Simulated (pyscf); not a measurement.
PySCF, gas phase, ωB97X-D3(BJ)/def2-SVP geometries. Correlated levels are frozen-core, on RHF or UHF. ΔMP2 is the change of the MP2 total energy from the triple- to the quadruple-zeta basis.

Question: Estimate the classical barrier height and the reaction energy of CH₄ + CH₃• → H₃C–CH₃ + H• at CCSD(T)/def2-TZVPP + ΔMP2(QZVPP). The step runs on the doublet surface, breaks C–H and forms C–C; take the separated reactants as zero.

Answer: ΔE‡ = 52.0 kcal/mol, ΔE = +15.5 kcal/mol. Zero-point energy shifts the barrier by +0.9 kcal/mol. It is a substitution at C, with an imaginary mode of 1568i cm⁻¹. The same reactants have a lower exit, to CH₃• + CH₄ (barrier +17.0 kcal/mol at ωB97M-D3(BJ), against +51.3 kcal/mol here). One saddle was located; it need not be the lowest between these sides. The angle at the attacked C is 180°. The CCSD(T) − MP2 part came from Ansatz, without density fitting, on the same reference.
